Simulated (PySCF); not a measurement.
Gas-phase reaction: AlH + C4H10 (n-butane) → AlH(CH3)2 + 2 CH2

Computed with PySCF and rigid-rotor harmonic-oscillator thermochemistry at 1 bar. S°(298 K) at PBE0/def2-TZVP differs from the NASA 1993 table for C4H10 (n-butane) (-9 J/mol/K); whether the harmonic model or the table's entry is off was not settled. † marks an energy on the PBE0/def2-TZVP geometry and frequencies; other levels use their own. MP2 and CCSD(T) freeze the core. Open shells (unrestricted): CH2 (multiplicity 3); the rest are closed-shell singlets. Methyl groups turn as free rotors in AlH(CH3)2. AlH(CH3)2: computed as isolated molecules; such fragments, hydroxides, amides, oligomers or adducts are transient or little studied in the gas. MP2 isn't extrapolated to the basis-set limit; its ΔH°(298 K) is 654.8 kJ in def2-SVP and 654.6 kJ in def2-TZVPP. CCSD(T) isn't extrapolated to the basis-set limit. The harmonic model lacks anharmonicity and excited electronic states, which grow with temperature; levels with a mode under 35 cm⁻¹ are left out. Internal rotation in C4H10 (n-butane) is treated as a harmonic vibration of one conformer, which makes the entropy rough.

ΔH° and ΔS° at 298 K: BLYP/def2-TZVP† 638 kJ, 213 J/K; CCSD(T)/def2-SVP† 660 kJ, 213 J/K; HF/def2-TZVP† 400 kJ, 213 J/K; MP2/def2-TZVPP† 655 kJ, 213 J/K; PBE0/def2-SVP† 666 kJ, 213 J/K; PBE0/def2-TZVP 645 kJ, 213 J/K.

With the heat capacities included, give log10 K (1 bar) at 500, 600, 1600, 1800, 2500 K from BLYP/def2-TZVP†, CCSD(T)/def2-SVP†, HF/def2-TZVP†, MP2/def2-TZVPP†, PBE0/def2-SVP†, PBE0/def2-TZVP.


```json
[
 {"T (K)": "500", "BLYP/def2-TZVP†": "-55.3", "CCSD(T)/def2-SVP†": "-57.6", "HF/def2-TZVP†": "-30.4", "MP2/def2-TZVPP†": "-57.0", "PBE0/def2-SVP†": "-58.2", "PBE0/def2-TZVP": "-56.1"},
 {"T (K)": "600", "BLYP/def2-TZVP†": "-44.1", "CCSD(T)/def2-SVP†": "-46.0", "HF/def2-TZVP†": "-23.4", "MP2/def2-TZVPP†": "-45.5", "PBE0/def2-SVP†": "-46.5", "PBE0/def2-TZVP": "-44.7"},
 {"T (K)": "1600", "BLYP/def2-TZVP†": "-9.0", "CCSD(T)/def2-SVP†": "-9.8", "HF/def2-TZVP†": "-1.3", "MP2/def2-TZVPP†": "-9.6", "PBE0/def2-SVP†": "-9.9", "PBE0/def2-TZVP": "-9.3"},
 {"T (K)": "1800", "BLYP/def2-TZVP†": "-6.8", "CCSD(T)/def2-SVP†": "-7.4", "HF/def2-TZVP†": "0.2", "MP2/def2-TZVPP†": "-7.2", "PBE0/def2-SVP†": "-7.6", "PBE0/def2-TZVP": "-7.0"},
 {"T (K)": "2500", "BLYP/def2-TZVP†": "-1.7", "CCSD(T)/def2-SVP†": "-2.2", "HF/def2-TZVP†": "3.3", "MP2/def2-TZVPP†": "-2.1", "PBE0/def2-SVP†": "-2.3", "PBE0/def2-TZVP": "-1.9"}
]
```
